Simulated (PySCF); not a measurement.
**P(OH)₃, singlet: molecular constants**

Computed with PBE0 in PySCF with P def2-TZVP, O def2-TZVP, H def2-TZVP; no relativity; density-fitted integrals.

The structure is a minimum.

| Item | Value |
| --- | --- |
| Point group | C1 |
| Bond lengths | O–H 0.962 Å (×2), O–H 0.967 Å, P–O 1.610 Å, P–O 1.635 Å, P–O 1.645 Å |
| Bond angles | H–O–P 110.6°, H–O–P 112.2°, H–O–P 112.9°, O–P–O 96.1°, O–P–O 96.5°, O–P–O 103.5° |
| Dipole moment | 1.89 D |
| Principal quadrupole moments (Buckingham, traceless) about the centre of mass | -6.98, 3.06, 3.92 D Å |
| Heat capacity Cp at 298.15 K | 84.8 J/(mol K) |
| Atomisation energy without zero-point energy | 2521 kJ/mol |
| Enthalpy at 298.15 K above 0 K | 16.93 kJ/mol |
| Highest occupied level | -7.23 eV |
| Lowest empty level | 0.67 eV |
| Rotational symmetry number | 1 |
| Principal polarisabilities | 31.3, 36.5, 37.3 bohr³ |
| Entropy at 298.15 K and 1 bar | 304.9 J/(mol K) |
| Zero-point energy | 114.3 kJ/mol |
| Rotational constants | 0.2613, 0.2389, 0.155 cm⁻¹ |

Harmonic modes (masses in u: P 30.974, O 15.995, H 1.008):
| symmetry | ω (cm⁻¹) | IR (km/mol) |
| --- | --- | --- |
| a | 143 | 72.3 |
| a | 263 | 86.0 |
| a | 305 | 59.7 |
| a | 397 | 8.5 |
| a | 454 | 51.6 |
| a | 467 | 82.7 |
| a | 812 | 166 |
| a | 837 | 141 |
| a | 874 | 223 |
| a | 976 | 61.4 |
| a | 1003 | 152 |
| a | 1055 | 126 |
| a | 3781 | 44.7 |
| a | 3869 | 104 |
| a | 3874 | 91.8 |

Charges (e):
```tsv
atom	Mulliken	Löwdin	polar tensor	Mayer order to P1
P1	0.48	0.12	1.47	–
O2	-0.49	-0.19	-0.79	1.10
O3	-0.46	-0.17	-0.75	1.16
O4	-0.48	-0.21	-0.80	1.08
H5,7	0.32	0.16	0.30	0.04
H6	0.31	0.15	0.27	0.07
```
Other Mayer orders above 0.3: O–H 0.87 (×3).

Mulliken populations on P1: s 5.71, p 8.16, d 0.55, f 0.10.

Other isomers or separated fragments may lie lower.

The final relaxation and frequency run took 3 min on 4 threads of a shared Arm Neoverse V1 host, with 148 basis functions and 41 gradients; the process peaked at 2.2 GiB. Launch command: `OMP_NUM_THREADS=4 python axn.py task.json out`.
